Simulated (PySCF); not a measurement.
# SMILES Clc1cc[cH-]c1, [C5H4Cl]-, charge -1

Molfile (atoms numbered from 1):
```
C5H4Cl
     RDKit          3D

 10 10  0  0  0  0  0  0  0  0999 V2000
    3.0523   -0.4357    0.5383 Cl  0  0  0  0  0  0  0  0  0  0  0  0
    1.3450   -0.1382    0.2790 C   0  0  0  0  0  0  0  0  0  0  0  0
    0.3529   -1.1241    0.2816 C   0  0  0  0  0  0  0  0  0  0  0  0
   -0.8661   -0.4611    0.0372 C   0  0  0  0  0  0  0  0  0  0  0  0
   -0.6035    0.9116   -0.1102 C   0  0  0  0  0  0  0  0  0  0  0  0
    0.7818    1.1196    0.0406 C   0  0  0  0  0  0  0  0  0  0  0  0
    0.5081   -2.1830    0.4414 H   0  0  0  0  0  0  0  0  0  0  0  0
   -1.8394   -0.9355   -0.0254 H   0  0  0  0  0  0  0  0  0  0  0  0
   -1.3383    1.6847   -0.3069 H   0  0  0  0  0  0  0  0  0  0  0  0
    1.3186    2.0576   -0.0142 H   0  0  0  0  0  0  0  0  0  0  0  0
  1  2  1  0
  2  3  1  0
  3  4  2  0
  4  5  1  0
  5  6  1  0
  6  2  2  0
  3  7  1  0
  4  8  1  0
  5  9  1  0
  6 10  1  0
M  CHG  1   5  -1
M  END
```

The calculation used PySCF, quadratic response CAM-B3LYP/def2-TZVPD first hyperpolarisability, Taylor convention, gas phase. Geometry: PBE0-D3(BJ)/def2-TZVP.

For a gas-phase anion, states above the detachment energy (about 1.6 eV, taken as minus the energy of the highest occupied orbital) lie in the continuum and depend on the basis.

Task: Give the tensor of the static β(0;0,0) in the axes of these coordinates.

Result: In au, Taylor convention; rows are the first index (the induced dipole):
|  | xx | yy | zz | xy | xz | yz |
| --- | --- | --- | --- | --- | --- | --- |
| x | -14.9 | +1.5 | +91.4 | -0.1 | -27.3 | +15.1 |
| y | -0.1 | -0.7 | -12.8 | +1.5 | +15.1 | -4.3 |
| z | -27.3 | -4.3 | +43.5 | +15.1 | +91.4 | -12.8 |

Norm of βᵢ = ⅓ Σⱼ (βᵢⱼⱼ + βⱼᵢⱼ + βⱼⱼᵢ): 80.0 au, hyper-Rayleigh value 58.9 au.
